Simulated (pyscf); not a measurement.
Structures and frequencies: ωB97X-D3(BJ)/def2-SVP in PySCF. MP2 and CC: frozen core, UHF for open shells. ΔMP2 is the change of the MP2 total energy from the triple- to the quadruple-zeta basis.

Problem. PBE/def2-TZVP puts the barrier of `[B][Cl]` [singlet] + `[OH2]` -> `[OH][BH][Cl]` (insertion; singlet surface; H–O broken, B–O, B–H formed) at 2.3 kcal/mol and the reaction energy at -101.7 kcal/mol, from the separated reactants. What do r²SCAN/def2-TZVP, PBE0-D3(BJ)/def2-TZVP, CCSD(T)/def2-TZVPP + ΔMP2(QZVPP) give on the same structures?

Solution. r²SCAN: ΔE‡ = 4.4 kcal/mol, ΔE = -105.1 kcal/mol; PBE0-D3(BJ): ΔE‡ = 5.6 kcal/mol, ΔE = -104.2 kcal/mol; CCSD(T): ΔE‡ = 15.7 kcal/mol, ΔE = -94.7 kcal/mol. PBE's barrier lies under all of them, by 2.0 to 13.3 kcal/mol. Its reaction energy lies among theirs. Low barriers are usual for a GGA, whose delocalisation error favours stretched bonds. The reactants may also form a dative adduct at B–Cl [singlet]; it and routes through it were not searched. One saddle was located; it need not be the lowest between these sides. The CCSD(T) − MP2 part came from Ansatz, without density fitting, on the same reference.
